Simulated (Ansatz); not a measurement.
BH₃P₂, SMILES B1PP1, a saddle search for pyramidal inversion

Program: the Python package of Ansatz (0.2.0).

The script reads `bh3p2.xyz`:
```text
6

B    -0.73510   -0.44550   -0.39670
P     0.70930    0.93950   -0.48160
P     0.48470   -0.31990    1.11040
H    -1.66390   -0.87510   -0.91050
H     1.57490    0.03570   -1.24800
H    -0.32790    0.60130    1.88030
```

At the Python prompt:
```pycon
>>> import itertools
>>> import warnings
>>> import ansatz as az
>>> from ase.data import atomic_numbers, covalent_radii
>>> import numpy as np
>>> BASIS = "def2-SVP"
>>> LEVEL = "mp2"
>>> warnings.simplefilter("ignore", az.DeckWarning)
>>> system = az.Crystal.molecule_from_extxyz("bh3p2.xyz")
>>> setup = (
...     system.calculation()
...     .basis(gaussian=BASIS)
...     .correlation(LEVEL)
... )
>>> symbols = [site.symbol for site in system.cartesian_sites]
>>> start = np.array([site.position_ang for site in system.cartesian_sites], dtype=float)
>>> r = setup.relax(force_tolerance=0.005).run(threads=1).report

>>> end = np.array(r["positions_ang"])
>>> # start with the apex atom pushed most of the way into the plane of its neighbours
>>> a, b, d = end[[0, 2, 4]]
>>> normal = np.cross(b - a, d - a)
>>> normal /= np.linalg.norm(normal)
>>> flat = end.copy()
>>> flat[1] -= 0.8 * ((end[1] - a) @ normal) * normal
>>> guess = np.zeros_like(flat)
>>> guess[1] = normal
>>> near = az.Crystal.molecule()
>>> for symbol, place in zip(symbols, flat):
...     near = near.atom(symbol, place.tolist())
...
>>> search = (
...     near.calculation()
...     .basis(gaussian=BASIS)  # atom-centred Gaussian functions
...     .correlation(LEVEL)  # correlation on top of the mean field
...     .saddle(mode_guess=guess.tolist(), force_tolerance=0.01, max_steps=40)
... )
>>> steps = []
>>> top = search.session().plan().execute(on_event=lambda e: steps.append(e["data"]) if e["event"] == "saddle_step" else None).report
>>> for s in steps:
...     print(f"step {s['step']:2d}  E = {s['lagrangian_ev']:.5f} eV  force {s['allowed_force_max_ev_ang']:.4f} eV/A  curvature {s['curvature_ev_ang2']:.3f} eV/A^2")
...
step  1  E = -19255.16489 eV  force 31.8580 eV/A  curvature -81.011 eV/A^2
step  2  E = -19259.43245 eV  force 18.5315 eV/A  curvature -44.793 eV/A^2
step  3  E = -19261.88798 eV  force 8.6507 eV/A  curvature -20.666 eV/A^2
step  4  E = -19262.91381 eV  force 2.3314 eV/A  curvature -7.002 eV/A^2
step  5  E = -19263.13867 eV  force 1.2156 eV/A  curvature -5.415 eV/A^2
step  6  E = -19263.20400 eV  force 0.5514 eV/A  curvature -3.479 eV/A^2
step  7  E = -19263.21672 eV  force 0.3738 eV/A  curvature -3.681 eV/A^2
step  8  E = -19263.22614 eV  force 0.3286 eV/A  curvature -3.604 eV/A^2
step  9  E = -19263.22790 eV  force 0.2762 eV/A  curvature -3.631 eV/A^2
step 10  E = -19263.22347 eV  force 0.1872 eV/A  curvature -3.663 eV/A^2
step 11  E = -19263.21914 eV  force 0.1651 eV/A  curvature -3.600 eV/A^2
step 12  E = -19263.22116 eV  force 0.0550 eV/A  curvature -3.595 eV/A^2
step 13  E = -19263.22137 eV  force 0.0206 eV/A  curvature -3.596 eV/A^2
step 14  E = -19263.22139 eV  force 0.0036 eV/A  curvature -3.575 eV/A^2
>>> print(f"minimum {r['free_energy_ev']:.5f} eV, saddle {top['free_energy_ev']:.5f} eV")
minimum -19264.14764 eV, saddle -19263.22139 eV
>>> print(f"electronic barrier {96.485332 * (top['free_energy_ev'] - r['free_energy_ev']):.2f} kJ/mol")
electronic barrier 89.37 kJ/mol
>>> saddle = np.array(top["positions_ang"])
>>> # pairs closer than 1.2 times the sum of covalent radii, before or after
>>> radius = [covalent_radii[atomic_numbers[s]] for s in symbols]
>>> span = lambda where, i, j: np.linalg.norm(where[i] - where[j])
>>> bonded = [(i, j) for i, j in itertools.combinations(range(len(symbols)), 2) if min(span(end, i, j), span(saddle, i, j)) < 1.2 * (radius[i] + radius[j])]
>>> print("pair        before    after (A)")
pair        before    after (A)
>>> for i, j in bonded:
...     print(f"{symbols[i]}{i}-{symbols[j]}{j}".ljust(10), f"{span(end, i, j):8.4f} {span(saddle, i, j):8.4f}")
...
B0-P1        1.8937   1.7440
B0-P2        1.8937   2.0149
B0-H3        1.1932   1.1922
P1-P2        2.2843   2.1692
P1-H4        1.4220   1.3996
P2-H5        1.4221   1.4290
>>> for first, second in list(itertools.combinations(bonded, 2)):
...     shared = set(first) & set(second)
...     if shared and symbols[(j := shared.pop())] != "H":
...         i, k = sorted((set(first) | set(second)) - {j})
...         u, v = saddle[i] - saddle[j], saddle[k] - saddle[j]
...         angle = np.degrees(np.arccos(np.clip(u @ v / np.linalg.norm(u) / np.linalg.norm(v), -1, 1)))
...         print(f"final angle {symbols[i]}{i}-{symbols[j]}{j}-{symbols[k]}{k}: {angle:.2f} deg")
...
final angle P1-B0-P2: 70.07 deg
final angle P1-B0-H3: 148.72 deg
final angle B0-P1-P2: 60.84 deg
final angle B0-P1-H4: 158.81 deg
final angle P2-B0-H3: 141.18 deg
final angle B0-P2-P1: 49.09 deg
final angle B0-P2-H5: 98.55 deg
final angle P2-P1-H4: 140.34 deg
final angle P1-P2-H5: 100.26 deg
```

Reading the output:
- Total energies depend on the basis set; only differences at equal settings carry meaning.
- The energies are electronic: no zero-point or thermal terms, and the basis set is short of its limit. No separate frequency run checks the order of the saddle point.
- Finished in 2.1 min on 1 thread of Intel(R) Xeon(R) Platinum 8259CL CPU @ 2.50GHz (Skylake/Cascade Lake) (shared host), peak memory 0.21 GiB.

(Lines on the test bed's own set-up are left out of the output.)
